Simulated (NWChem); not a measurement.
# Na, doublet

Computed with NWChem. Spin-unrestricted. No stability test was run on the SCF state.

For level PBE0/cc-pVDZ:

```yaml
lowest empty minus highest occupied level, either spin (eV): 2.62
```

Question: What are these values for level PBE0/aug-cc-pVTZ?

Answer: 
* **lowest empty minus highest occupied level, either spin (eV)**: 2.77
